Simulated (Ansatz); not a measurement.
# [Cl···H···N], quartet: transfer scan

Starting geometry:

```yaml
atoms:
  - { symbol: Cl, position_ang: [0.0000, 0.0000, -1.3043] }
  - { symbol: H, position_ang: [0.0000, 0.0000, -0.0255] }
  - { symbol: N, position_ang: [0.0000, 0.0000, 1.3297] }
```

From there H2 is moved from one fragment to the other while all else, the fragments' distance too, stays fixed; atoms are numbered as listed. Energies are in eV, counted from the starting geometry at the same level.

Basis 6-31G; Ansatz 0.2.0. Only valence electrons are correlated (noble-gas cores frozen). R marks a restricted (for open shells ROHF) determinant, U an unrestricted one. Active spaces: valence = (13e, 9o) chosen from the atoms' valence shells.

Runs in a small pair space aren't shown, since their orbitals change along the scan.

Full CI is exact within this basis and frozen core; it isn't the basis-set limit. The frozen core follows each run's orbitals, which can shift R against U totals by a few meV.

```json
{"distance Cl1-H2 (Å)": "1.189", "full CI": "0.212", "unpaired electrons (full CI)": "3.01", "error RHF": "-0.146", "error RMP2": "-0.036", "error RCCSD": "-0.008", "error RCCSDT(Q)": "0.000", "error UCCSDT(Q)": "0.000", "error NEVPT4(SD) (valence space)": "0.001"}
{"distance Cl1-H2 (Å)": "1.279", "full CI": "0.000", "unpaired electrons (full CI)": "3.01", "error RHF": "0.000", "error RMP2": "0.000", "error RCCSD": "0.000", "error RCCSDT(Q)": "0.000", "error UCCSDT(Q)": "0.000", "error NEVPT4(SD) (valence space)": "0.000"}
{"distance Cl1-H2 (Å)": "1.324", "full CI": "-0.017", "unpaired electrons (full CI)": "3.01", "error RHF": "0.089", "error RMP2": "0.023", "error RCCSD": "0.005", "error RCCSDT(Q)": "0.000", "error UCCSDT(Q)": "0.000", "error NEVPT4(SD) (valence space)": "0.000"}
{"distance Cl1-H2 (Å)": "1.369", "full CI": "0.000", "unpaired electrons (full CI)": "3.02", "error RHF": "0.188", "error RMP2": "0.047", "error RCCSD": "0.010", "error RCCSDT(Q)": "0.000", "error UCCSDT(Q)": "0.000", "error NEVPT4(SD) (valence space)": "-0.001"}
{"distance Cl1-H2 (Å)": "1.414", "full CI": "0.036", "unpaired electrons (full CI)": "3.02", "error RHF": "0.298", "error RMP2": "0.068", "error RCCSD": "0.015", "error RCCSDT(Q)": "0.000", "error UCCSDT(Q)": "0.000", "error NEVPT4(SD) (valence space)": "-0.001"}
{"distance Cl1-H2 (Å)": "1.459", "full CI": "0.082", "unpaired electrons (full CI)": "3.02", "error RHF": "0.415", "error RMP2": "0.077", "error RCCSD": "0.020", "error RCCSDT(Q)": "0.000", "error UCCSDT(Q)": "0.000", "error NEVPT4(SD) (valence space)": "-0.001"}
{"distance Cl1-H2 (Å)": "1.504", "full CI": "0.136", "unpaired electrons (full CI)": "3.02", "error RHF": "0.527", "error RMP2": "0.051", "error RCCSD": "0.023", "error RCCSDT(Q)": "0.001", "error UCCSDT(Q)": "0.001", "error NEVPT4(SD) (valence space)": "-0.001"}
{"distance Cl1-H2 (Å)": "1.549", "full CI": "0.203", "unpaired electrons (full CI)": "3.02", "error RHF": "0.597", "error RMP2": "-0.031", "error RCCSD": "0.022*", "error RCCSDT(Q)": "0.001*", "error UCCSDT(Q)": "0.001", "error NEVPT4(SD) (valence space)": "0.000"}
{"distance Cl1-H2 (Å)": "1.594", "full CI": "0.295", "unpaired electrons (full CI)": "3.02", "error RHF": "0.545", "error RMP2": "0.029", "error RCCSD": "0.017", "error RCCSDT(Q)": "0.000", "error UCCSDT(Q)": "0.001", "error NEVPT4(SD) (valence space)": "0.003"}
```

An asterisk marks runs whose energy the program itself flagged as in doubt.

Unpaired electrons are Σ n²(2−n)² over natural occupations. Errors are those of relative energies. In total energy the starting point itself misses full CI by: RHF 2.822, RMP2 0.562, RCCSD 0.041, RCCSDT(Q) 0.000, UCCSDT(Q) -0.002, NEVPT4(SD) (valence space) 0.086 eV.

Spread of the error over the points with a reference, to 1.594 Å (largest less smallest): RCCSDT(Q) 0.001, UCCSDT(Q) 0.001, NEVPT4(SD) (valence space) 0.004, RCCSD 0.031, RMP2 0.113, RHF 0.743 eV.
